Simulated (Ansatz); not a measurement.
in.yaml

```yaml
crystal:
  periodic: [false, false, false]
  atoms:
    - {symbol: Si, position_ang: [0.000000, 0.000000, 0.000000]}
    - {symbol: H, position_ang: [-0.011166, 1.090859, 1.083779]}
    - {symbol: H, position_ang: [-0.016843, -1.083830, 1.090736]}
    - {symbol: H, position_ang: [0.016843, 1.083830, -1.090736]}
    - {symbol: H, position_ang: [0.011166, -1.090859, -1.083779]}
basis:
  gaussian: {orbitals: 6-31G}
total_charge: 1
magnetization: {spin_polarized: true, initial_magnetization: 1}
correlation: {method: ccsdtq, electrons: outside_noble_gas}
```

```sh
$ ansatz run in.yaml --threads 1 --pin off --events-out ev --progress --plain --max-ram 2393MiB
```

The program prints:

```
459 factors; integrals over basis functions are off by at most 2.9e-8 eV
mean field evaluation 1: about -7910.5566 eV, gradient 6.2e0 eV
mean field evaluation 2: about -7910.5571 eV, gradient 6.2e0 eV
mean field evaluation 4: about -7911.0965 eV, gradient 1.0e0 eV
mean field evaluation 8: about -7911.1180 eV, gradient 1.4e-6 eV
mean field evaluation 16: about -7908.2344 eV, gradient 3.7e0 eV
mean field evaluation 32: about -7908.5381 eV, gradient 1.2e-4 eV
mean field -7911.11802826 eV, -290.7282251903 hartree, gradient 3.9e-6 eV, S^2 0.813631; 1 other end points of the search recorded, 0 dependent functions left out
determinant -7911.11802826 eV, -290.7282251903 hartree, with singles and doubles -7913.17325367 eV, -290.8037533309 hartree
determinant -7908.53814676 eV, -290.6334162936 hartree, with singles and doubles -7911.52663067 eV, -290.7432410519 hartree
5 core orbitals not correlated: weight in the atoms' cores, before any rotation towards them, 1.000 or more for the frozen orbitals, at most 0.000 for the correlated occupied ones
reference -7911.11802826 eV, -290.7282251903 hartree; 4, 3 occupied and 12, 13 virtual orbitals, 459 factors
second order -1.35902195 eV of doubles, -0.00000000 eV of singles
cycle   1  -1.76264801 eV  change   -4.0e-1 eV  update   6.1e-2
cycle   2  -2.06481260 eV  change   -3.0e-1 eV  update   3.3e-2
cycle   3  -2.09686154 eV  change   -3.2e-2 eV  update   9.3e-3
cycle   4  -2.10111596 eV  change   -4.3e-3 eV  update   1.7e-3
cycle   5  -2.10074898 eV  change    3.7e-4 eV  update   5.4e-4
cycle   6  -2.10085649 eV  change   -1.1e-4 eV  update   2.0e-4
cycle   7  -2.10105627 eV  change   -2.0e-4 eV  update   5.3e-5
cycle   8  -2.10102088 eV  change    3.5e-5 eV  update   1.8e-5
cycle   9  -2.10101393 eV  change    7.0e-6 eV  update   6.7e-6
cycle  10  -2.10101624 eV  change   -2.3e-6 eV  update   1.9e-6
cycle  11  -2.10101592 eV  change    3.3e-7 eV  update   6.0e-7
Total energy: -7913.21904418 eV, -290.8054361011 hartree
```

For the same geometry and basis full CI lies 0.0 meV higher.

Ran on 1 thread of AMD EPYC 9R45, shared host: 7 s wall, 0.19 GiB peak host memory.
